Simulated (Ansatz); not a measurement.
```yaml
crystal:
  periodic: [false, false, false]
  atoms:
    - {symbol: N, position_ang: [0.000000, 0.000000, -2.335354]}
    - {symbol: Al, position_ang: [0.000000, 0.000000, -0.632025]}
    - {symbol: O, position_ang: [0.000000, 0.000000, 1.008311]}
    - {symbol: H, position_ang: [0.000000, 0.000000, 1.959068]}
basis:
  gaussian: {orbitals: def2-TZVP}
magnetization: {spin_polarized: true, initial_magnetization: 1}
hamiltonian: {xc: pbe0}
relax: {f_tol: 0.004, max_steps: 80}
```

```sh
$ ansatz run in.yaml --threads 1 --pin off --events-out ev --progress --plain --max-ram 2176MiB
```

Steps of the relaxation (energy above the last step; positions in Å, forces in eV/Å):

```
4
step 1, 19.0 meV
N     0.000    0.000   -2.335    0.000    0.000   -1.060
Al    0.000    0.000   -0.632    0.000    0.000    1.123
O     0.000    0.000    1.008    0.000    0.000    0.171
H     0.000    0.000    1.959    0.000    0.000   -0.233
```

```
4
step 2, 4.9 meV
N     0.000    0.000   -2.347    0.000    0.000   -0.525
Al    0.000    0.000   -0.626    0.000    0.000    0.565
O     0.000    0.000    1.013    0.000    0.000    0.000
H     0.000    0.000    1.960    0.000    0.000   -0.040
```

```
4
step 3, 0.0 meV
N     0.000    0.000   -2.359    0.000    0.000   -0.032
Al    0.000    0.000   -0.621    0.000    0.000    0.039
O     0.000    0.000    1.017    0.000    0.000   -0.018
H     0.000    0.000    1.964    0.000    0.000    0.010
```

```
4
step 6, 0.0 meV
N     0.000    0.000   -2.360    0.000    0.000    0.000
Al    0.000    0.000   -0.621    0.000    0.000    0.000
O     0.000    0.000    1.017    0.000    0.000    0.000
H     0.000    0.000    1.964    0.000    0.000    0.000
```

Close pairs at the end: O3–H4 0.947 Å, Al2–O3 1.638 Å, N1–Al2 1.739 Å.

A stationary point of unrestricted PBE0 after 6 steps, with ⟨S²⟩ = 0.761 against 0.75 for a pure state; no frequencies were run, so it isn't proven a minimum. 13 s on 1 thread of Intel Xeon 6975P-C, shared host.
